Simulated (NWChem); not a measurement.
System: SiH2 cation, doublet

NWChem input:

```
start job
memory heap 200 mb stack 900 mb global 1100 mb
charge 1
geometry units angstroms noautoz
  Si     0.000000     0.000000     0.183143
  H      1.287753     0.000000    -0.572673
  H     -1.287753     0.000000    -0.572673
end
basis spherical
  * library 6-31g*
end
dft
  odft
  mult 2
  xc b3lyp
  iterations 150
  mulliken
end
task dft energy
```

In the optimisation the excess spin sits in a1 (C2v, its own frame). Geometry: optimised at B3LYP/6-31G* (spherical d), spin-unrestricted. No stability test was run on the SCF state.

Task: Predict the main results of this run. (B3LYP/6-31G* (spherical d), spin-unrestricted.) Quantities: energy (Ha); highest occupied level (eV); lowest empty minus highest occupied level, either spin (eV); <S²>.

Result: 
```
Quantity                                                      Result
-----------------------------------------------------------  -------
energy (Ha)                                                  -290.28
highest occupied level (eV)                                   -14.68
lowest empty minus highest occupied level, either spin (eV)     3.44
<S²>                                                           0.751
```
